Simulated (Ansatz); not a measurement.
BHO₂ (`O=BO`) at its PBE0-D4/def2-TZVP geometry, where that method's forces vanish. The species carries charge 0 and has multiplicity 1.

```
atom    x (Å)    y (Å)    z (Å)
  O1  -1.2690  -0.4561  -1.0284
  B2  -0.4498  -0.0598  -0.2302
  O3   0.4034   0.4030   0.6670
  H4   1.3154   0.1128   0.5916
```

**Question.** For each bond, give half the difference of the two atoms' forces along it (eV/Å; positive pushes the atoms apart) under PBE-D4, r2SCAN-D4, B3LYP-D4, ωB97M-V in def2-TZVPP. (Estimate.)

**Answer.** Computed: 
| bond | length (Å) | PBE-D4 | r2SCAN-D4 | B3LYP-D4 | ωB97M-V |
| --- | --- | --- | --- | --- | --- |
| O1–B2 | 1.210 | 0.84 | 0.36 | 0.03 | -0.04 |
| B2–O3 | 1.322 | -0.09 | -0.09 | 0.08 | 0.22 |
| O3–H4 | 0.960 | 0.30 | -0.01 | -0.01 | -0.11 |

B3LYP here is the variant with VWN-RPA as its local correlation; programs differ in this.
